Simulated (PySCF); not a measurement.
**Working with the constants of F₂⁺**

UHF-CCSD(T) constants of F₂⁺, ²Πg (doublet), unpaired electrons π ↑ (PySCF, no relativity, basis sets F def2-TZVPPD; masses 18.9984 and 18.9984 u):

```
ωe              : 1113.9 cm⁻¹
ωexe            : 8.96 cm⁻¹
Be              : 1.0299 cm⁻¹
αe              : 0.0116 cm⁻¹
D (centrifugal) : 3.52e-06 cm⁻¹
De to F⁺ + F    : 3.14 eV
```

(1) Give the vibrational terms G(v) and spacings up to v = 6.

(2) How well does the Morse estimate ωe²/(4ωexe) reproduce De, and what is D0?

Correlated steps freeze 2 core orbitals. The state is the lowest determinant that a PBE0 search found; another state may lie lower at other levels.

Answers

(1) G(v) = ωe(v+½) − ωexe(v+½)².

```csv
v,G(v) (cm⁻¹),G(v) − G(v−1),Bv (cm⁻¹)
0,555,,1.024
1,1651,1096,1.012
2,2729,1078,1.001
3,3789,1060,0.989
4,4831,1042,0.978
5,5855,1024,0.966
6,6862,1006,0.955
```

(2) It gives 4.29 eV, 137 % of the computed De. D0 = De − G(0) = 3.14 − 0.07 = 3.07 eV.
